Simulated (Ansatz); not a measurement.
# Relative stability

Two relaxed structures of CH5ClSi, singlet (PBE0-D4/def2-TZVP; forces vanish, vibrations not checked).

A:

| atom | x (Å) | y (Å) | z (Å) |
| --- | --- | --- | --- |
| Si1 | -0.8687 | 0.3221 | -0.1530 |
| C2 | 0.9262 | -0.2193 | 0.0329 |
| Cl3 | 1.0490 | -1.4613 | 1.3100 |
| H4 | -1.7000 | -0.8469 | -0.5303 |
| H5 | -0.9482 | 1.3564 | -1.2207 |
| H6 | -1.3469 | 0.8937 | 1.1294 |
| H7 | 1.5728 | 0.6107 | 0.3191 |
| H8 | 1.3158 | -0.6554 | -0.8874 |

B:

```
8
angstrom
Si -0.5943 1.1766 -0.0259
C 0.7413 0.1302 -0.1690
Cl -1.0341 -2.5867 -1.2987
H -0.4934 -1.4780 -0.8648
H -1.0620 2.0184 -1.1452
H -1.4085 1.2548 1.2035
H 1.0915 -0.4731 0.6612
H 1.3455 0.0878 -1.0685
```

Ansatz 0.2.0; basis: def2-TZVPP; cores frozen in the correlated methods. B3LYP uses VWN-RPA correlation.

Which structure is lower at CCSD(T), and by how much? (Judge from chemistry; the value comes from the calculation.)

The calculation gives: A, by 30.38 kcal/mol (electronic energy, against the other). By their contacts, A is CH₅ClSi ([SiH3][CH2][Cl]) and B is a complex of CH₄Si ([CH2][SiH2]) + HCl.

All methods give the same order:

| method | E(B) − E(A) (kcal/mol) |
| --- | --- |
| PBE-D4 | 28.57 |
| r2SCAN-D4 | 30.75 |
| PBE0-D4 | 32.43 |
| B3LYP-D4 | 29.44 |
| wB97M-V | 32.33 |
| HF | 37.41 |
| MP2 | 30.88 |
| CCSD | 31.80 |
| CCSD(T) | 30.38 |

No T1 diagnostic of these runs exceeds 0.012. The restricted Hartree–Fock reference is unstable towards an unrestricted one at one or more of these structures.

Labels in which every atom is bracketed show which atoms are joined, not bond orders.

For scale, one of the runs: CCSD(T)/def2-TZVPP, 185 basis functions, launched by `ansatz run in.yaml --threads 2 --pin off --events-out ev --progress --plain --max-ram 4352MiB`. Hardware: 2 CPU threads of an Arm Neoverse V2, shared host. Wall time 35 s; peak host memory 1.7 GiB.
